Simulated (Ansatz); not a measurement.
Nudged elastic band run: FH$_{3}$Si

input.yaml

```yaml
crystal:
  periodic: [false, false, false]
  atoms:
    - { symbol: Si, position_ang: [0.246185, 0.0, 0.119202] }
    - { symbol: F, position_ang: [0.314739, 0.0, 1.758909] }
    - { symbol: H, position_ang: [1.64249, 0.0, -0.391959] }
    - { symbol: H, position_ang: [-0.480157, 1.226796, -0.303226] }
    - { symbol: H, position_ang: [-0.480157, -1.226796, -0.303226] }
basis:
  gaussian: { orbitals: def2-SVPD }
hamiltonian:
  xc: pbe0
  dispersion: d4
neb:
  order_check: false
  images: 7
  f_tol: 0.03
  max_iterations: 60
  optimiser: lbfgs
  climbing: immediate
  final_atoms:
    - { symbol: Si, position_ang: [-0.05627442, 0.0, -0.78491005] }
    - { symbol: F, position_ang: [1.12836841, 0.0, 1.16591182] }
    - { symbol: H, position_ang: [2.00202108, 0.0, 0.85469658] }
    - { symbol: H, position_ang: [-0.91550753, 1.107601, -0.17799917] }
    - { symbol: H, position_ang: [-0.91550753, -1.107601, -0.17799917] }
  initial_path:
    images:
      - { positions_ang: [[0.246185, 0.0, 0.119202], [0.314739, 0.0, 1.758909], [1.64249, 0.0, -0.391959], [-0.480157, 1.226796, -0.303226], [-0.480157, -1.226796, -0.303226]] }
      - { positions_ang: [[0.18466252, 0.0, 0.08936794], [0.48577749, 0.0, 1.69048311], [1.63656661, 0.0, -0.20195923], [-0.53195331, 1.217947, -0.34909591], [-0.53195331, -1.217947, -0.34909591]] }
      - { positions_ang: [[0.12314003, 0.0, 0.05953387], [0.65681598, 0.0, 1.62205721], [1.63064322, 0.0, -0.01195946], [-0.58374962, 1.209098, -0.39496581], [-0.58374962, -1.209098, -0.39496581]] }
      - { positions_ang: [[0.06161755, 0.0, 0.02969981], [0.82785447, 0.0, 1.55363132], [1.62471983, 0.0, 0.17804031], [-0.63554593, 1.200249, -0.44083572], [-0.63554593, -1.200249, -0.44083572]] }
      - { positions_ang: [[9.506e-05, 0.0, -0.00013426], [0.99889296, 0.0, 1.48520542], [1.61879644, 0.0, 0.36804008], [-0.68734223, 1.1914, -0.48670562], [-0.68734223, -1.1914, -0.48670562]] }
      - { positions_ang: [[-0.01399731, 0.0, -0.19632821], [1.03126182, 0.0, 1.40538202], [1.7146026, 0.0, 0.4897042], [-0.74438356, 1.17045025, -0.40952901], [-0.74438356, -1.17045025, -0.40952901]] }
      - { positions_ang: [[-0.02808968, 0.0, -0.39252215], [1.06363068, 0.0, 1.32555862], [1.81040876, 0.0, 0.61136833], [-0.80142488, 1.1495005, -0.3323524], [-0.80142488, -1.1495005, -0.3323524]] }
      - { positions_ang: [[-0.04218205, 0.0, -0.5887161], [1.09599955, 0.0, 1.24573522], [1.90621492, 0.0, 0.73303245], [-0.85846621, 1.12855075, -0.25517578], [-0.85846621, -1.12855075, -0.25517578]] }
      - { positions_ang: [[-0.05627442, 0.0, -0.78491005], [1.12836841, 0.0, 1.16591182], [2.00202108, 0.0, 0.85469658], [-0.91550753, 1.107601, -0.17799917], [-0.91550753, -1.107601, -0.17799917]] }
```

Launched with:

```bash
$ ansatz run input.yaml --threads 1 --pin off --max-ram 2048MiB --backend cpu --events-out ev --progress --plain --runs-dir out
```

Output, in part (warnings, iteration lines, the closing report on the highest movable image, with atoms numbered from 0):

```
NEB end point (image 0): max|allowed force component| = 1.631e-2 eV/Å (the criterion of neb.relax_end_points is 1.000e-2)
NEB end point (image 8): max|allowed force component| = 1.153e-2 eV/Å (the criterion of neb.relax_end_points is 1.000e-2)
NEB iter   1: max|band force component| = 4.887e0 eV/Å  barrier→ = 4.4562 eV  barrier← = 1.2422 eV  CI = image 5  Δτ_max = 0.0725 Å  (219 SCF iters)
NEB iter   2: max|band force component| = 3.602e0 eV/Å  barrier→ = 3.9757 eV  barrier← = 0.7616 eV  CI = image 5  Δτ_max = 0.2000 Å  (193 SCF iters)
NEB iter   3: max|band force component| = 2.527e0 eV/Å  barrier→ = 3.5986 eV  barrier← = 0.3846 eV  CI = image 5  Δτ_max = 0.0721 Å  (202 SCF iters)
NEB iter   4: max|band force component| = 2.384e0 eV/Å  barrier→ = 3.6185 eV  barrier← = 0.4045 eV  CI = image 5  Δτ_max = 0.0825 Å  (192 SCF iters)
NEB iter   5: max|band force component| = 1.475e0 eV/Å  barrier→ = 3.6150 eV  barrier← = 0.4010 eV  CI = image 5  Δτ_max = 0.0893 Å  (191 SCF iters)
NEB iter   6: max|band force component| = 1.200e0 eV/Å  barrier→ = 3.5845 eV  barrier← = 0.3705 eV  CI = image 5  Δτ_max = 0.0486 Å  (193 SCF iters)
NEB iter   7: max|band force component| = 8.797e-1 eV/Å  barrier→ = 3.5787 eV  barrier← = 0.3646 eV  CI = image 5  Δτ_max = 0.0345 Å  (194 SCF iters)
NEB iter   8: max|band force component| = 7.422e-1 eV/Å  barrier→ = 3.5873 eV  barrier← = 0.3732 eV  CI = image 5  Δτ_max = 0.0698 Å  (191 SCF iters)
NEB iter   9: max|band force component| = 5.723e-1 eV/Å  barrier→ = 3.5816 eV  barrier← = 0.3675 eV  CI = image 5  Δτ_max = 0.0184 Å  (194 SCF iters)
NEB iter  10: max|band force component| = 5.190e-1 eV/Å  barrier→ = 3.5825 eV  barrier← = 0.3685 eV  CI = image 5  Δτ_max = 0.0194 Å  (195 SCF iters)
NEB iter  11: max|band force component| = 2.369e-1 eV/Å  barrier→ = 3.5832 eV  barrier← = 0.3692 eV  CI = image 5  Δτ_max = 0.0079 Å  (194 SCF iters)
NEB iter  12: max|band force component| = 1.642e-1 eV/Å  barrier→ = 3.5826 eV  barrier← = 0.3685 eV  CI = image 5  Δτ_max = 0.0173 Å  (188 SCF iters)
NEB iter  13: max|band force component| = 1.775e-1 eV/Å  barrier→ = 3.5821 eV  barrier← = 0.3680 eV  CI = image 5  Δτ_max = 0.0028 Å  (198 SCF iters)
NEB iter  14: max|band force component| = 1.241e-1 eV/Å  barrier→ = 3.5821 eV  barrier← = 0.3680 eV  CI = image 5  Δτ_max = 0.0049 Å  (162 SCF iters)
NEB iter  15: max|band force component| = 1.294e-1 eV/Å  barrier→ = 3.5821 eV  barrier← = 0.3680 eV  CI = image 5  Δτ_max = 0.0024 Å  (176 SCF iters)
NEB iter  16: max|band force component| = 9.703e-2 eV/Å  barrier→ = 3.5821 eV  barrier← = 0.3680 eV  CI = image 5  Δτ_max = 0.0044 Å  (146 SCF iters)
NEB iter  17: max|band force component| = 1.388e-1 eV/Å  barrier→ = 3.5821 eV  barrier← = 0.3680 eV  CI = image 5  Δτ_max = 0.0022 Å  (160 SCF iters)
NEB iter  18: max|band force component| = 8.703e-2 eV/Å  barrier→ = 3.5821 eV  barrier← = 0.3680 eV  CI = image 5  Δτ_max = 0.0035 Å  (145 SCF iters)
NEB iter  19: max|band force component| = 1.085e-1 eV/Å  barrier→ = 3.5820 eV  barrier← = 0.3680 eV  CI = image 5  Δτ_max = 0.0020 Å  (145 SCF iters)
NEB iter  20: max|band force component| = 8.189e-2 eV/Å  barrier→ = 3.5820 eV  barrier← = 0.3680 eV  CI = image 5  Δτ_max = 0.0035 Å  (135 SCF iters)
NEB iter  21: max|band force component| = 1.095e-1 eV/Å  barrier→ = 3.5820 eV  barrier← = 0.3680 eV  CI = image 5  Δτ_max = 0.0017 Å  (145 SCF iters)
NEB iter  22: max|band force component| = 6.917e-2 eV/Å  barrier→ = 3.5820 eV  barrier← = 0.3680 eV  CI = image 5  Δτ_max = 0.0027 Å  (138 SCF iters)
NEB iter  23: max|band force component| = 9.321e-2 eV/Å  barrier→ = 3.5820 eV  barrier← = 0.3679 eV  CI = image 5  Δτ_max = 0.0017 Å  (143 SCF iters)
NEB iter  24: max|band force component| = 6.478e-2 eV/Å  barrier→ = 3.5820 eV  barrier← = 0.3679 eV  CI = image 5  Δτ_max = 0.0029 Å  (127 SCF iters)
NEB iter  25: max|band force component| = 9.298e-2 eV/Å  barrier→ = 3.5820 eV  barrier← = 0.3679 eV  CI = image 5  Δτ_max = 0.0014 Å  (145 SCF iters)
NEB iter  26: max|band force component| = 5.489e-2 eV/Å  barrier→ = 3.5820 eV  barrier← = 0.3679 eV  CI = image 5  Δτ_max = 0.0020 Å  (136 SCF iters)
NEB iter  27: max|band force component| = 7.768e-2 eV/Å  barrier→ = 3.5820 eV  barrier← = 0.3679 eV  CI = image 5  Δτ_max = 0.0013 Å  (137 SCF iters)
NEB iter  28: max|band force component| = 5.163e-2 eV/Å  barrier→ = 3.5820 eV  barrier← = 0.3679 eV  CI = image 5  Δτ_max = 0.0024 Å  (128 SCF iters)
NEB iter  29: max|band force component| = 8.112e-2 eV/Å  barrier→ = 3.5820 eV  barrier← = 0.3679 eV  CI = image 5  Δτ_max = 0.0012 Å  (139 SCF iters)
NEB iter  30: max|band force component| = 4.396e-2 eV/Å  barrier→ = 3.5820 eV  barrier← = 0.3679 eV  CI = image 5  Δτ_max = 0.0015 Å  (130 SCF iters)
NEB iter  31: max|band force component| = 6.358e-2 eV/Å  barrier→ = 3.5820 eV  barrier← = 0.3679 eV  CI = image 5  Δτ_max = 0.0011 Å  (134 SCF iters)
NEB iter  32: max|band force component| = 4.144e-2 eV/Å  barrier→ = 3.5820 eV  barrier← = 0.3679 eV  CI = image 5  Δτ_max = 0.0021 Å  (124 SCF iters)
NEB iter  33: max|band force component| = 7.029e-2 eV/Å  barrier→ = 3.5820 eV  barrier← = 0.3679 eV  CI = image 5  Δτ_max = 0.0010 Å  (139 SCF iters)
NEB iter  34: max|band force component| = 3.533e-2 eV/Å  barrier→ = 3.5820 eV  barrier← = 0.3679 eV  CI = image 5  Δτ_max = 0.0012 Å  (125 SCF iters)
NEB iter  35: max|band force component| = 5.110e-2 eV/Å  barrier→ = 3.5820 eV  barrier← = 0.3679 eV  CI = image 5  Δτ_max = 0.0009 Å  (130 SCF iters)
NEB iter  36: max|band force component| = 3.335e-2 eV/Å  barrier→ = 3.5820 eV  barrier← = 0.3679 eV  CI = image 5  Δτ_max = 0.0018 Å  (123 SCF iters)
NEB iter  37: max|band force component| = 6.043e-2 eV/Å  barrier→ = 3.5820 eV  barrier← = 0.3679 eV  CI = image 5  Δτ_max = 0.0009 Å  (136 SCF iters)
NEB iter  38: max|band force component| = 2.836e-2 eV/Å  barrier→ = 3.5820 eV  barrier← = 0.3679 eV  CI = image 5  Δτ_max = 0.0000 Å  (301 SCF iters)
Total energy: -10630.52805765 eV, -390.6647004878 hartree
Atom 0 at     0.181877     0.000000    -0.408350 Å, force    -0.000044     0.000000    -0.000990 eV/Å
Atom 1 at     0.966107    -0.000000     1.430430 Å, force    -0.001316    -0.000000    -0.001088 eV/Å
Atom 2 at     1.609180    -0.000000     0.480365 Å, force    -0.000296    -0.000000     0.000119 eV/Å
Atom 3 at    -0.757032     1.170994    -0.311372 Å, force     0.000828     0.000497     0.000979 eV/Å
Atom 4 at    -0.757032    -1.170994    -0.311372 Å, force     0.000828    -0.000497     0.000979 eV/Å
Dipole moment:    -0.061378     0.000000    -0.209557 e Å
```

It converged. Neighbouring images differ by up to 1.3 eV, so the band resolves the path poorly. Another band between the same ends (7 images) ends at a top of the same energy, where a vibrational analysis finds 1 clearly imaginary mode. The orbitals stay closed-shell, which can raise the energy where a bond breaks towards radicals; this wasn't checked here.

Final band (atoms are numbered from 1 in the order of the input):

| image | path coordinate (Å) | energy (kcal/mol) | Si1–F2 (Å) | Si1–H3 (Å) | F2–H3 (Å) |
| --- | --- | --- | --- | --- | --- |
| 0 | 0.00 | 0.0 | 1.64 | 1.49 | 2.53 |
| 1 | 0.26 | 3.2 | 1.64 | 1.48 | 2.31 |
| 2 | 0.53 | 14.7 | 1.66 | 1.48 | 2.04 |
| 3 | 0.80 | 37.8 | 1.72 | 1.49 | 1.74 |
| 4 | 1.08 | 68.1 | 1.85 | 1.55 | 1.44 |
| 5 | 1.37 | 82.6 | 2.00 | 1.68 | 1.15 |
| 6 | 1.65 | 77.6 | 2.17 | 1.96 | 0.97 |
| 7 | 1.92 | 75.0 | 2.26 | 2.30 | 0.94 |
| 8 | 2.20 | 74.1 | 2.28 | 2.63 | 0.93 |

Time of the run: 4.9 min on 1 thread of Arm Neoverse V1, with other jobs on the host, peak memory 0.12 GiB.
